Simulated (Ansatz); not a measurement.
Start from `C=NC(N)(F)F` and change one atom or group to get `C=NC(N)(O)F`.

Ansatz, PBE0-D4/def2-TZVP geometries, multiplicity 1. Each molecule was computed in one conformer, which needn't be the lowest.

| property | `C=NC(N)(F)F` |
| --- | --- |
| HOMO–LUMO gap (B3LYP/def2-TZVPP) / eV | 6.61 |
| HOMO–LUMO gap (PBE0/def2-TZVPP) / eV | 7.12 |
| size of the dipole moment (B3LYP/def2-TZVPP) / D | 1.15 |
| HOMO–LUMO gap (ωB97M-V/def2-TZVPP) / eV | 11.80 |
| LUMO energy (ωB97M-V/def2-TZVPP) / eV | 1.23 |
| HOMO energy (PBE0/def2-TZVPP) / eV | -8.16 |

(1) What does the change do to each property? (An estimate is asked.)

Results:

(1) Ansatz gave: 
```csv
property,`C=NC(N)(O)F`,shift
HOMO–LUMO gap (B3LYP/def2-TZVPP) / eV,6.74,0.13
HOMO–LUMO gap (PBE0/def2-TZVPP) / eV,7.24,0.12
size of the dipole moment (B3LYP/def2-TZVPP) / D,1.69,0.54
HOMO–LUMO gap (ωB97M-V/def2-TZVPP) / eV,11.87,0.07
LUMO energy (ωB97M-V/def2-TZVPP) / eV,1.50,0.27
HOMO energy (PBE0/def2-TZVPP) / eV,-7.97,0.19
```

With PBE0 the HOMO rises by 0.19 eV and the LUMO rises by 0.29 eV, so the gap widens by about 0.10 eV. PBE moves the HOMO by 0.17 eV and ωB97M-V by 0.20 eV. Dipoles are sizes alone; their direction can turn.

B3LYP here is the variant with VWN-RPA as its local correlation; programs differ in this.
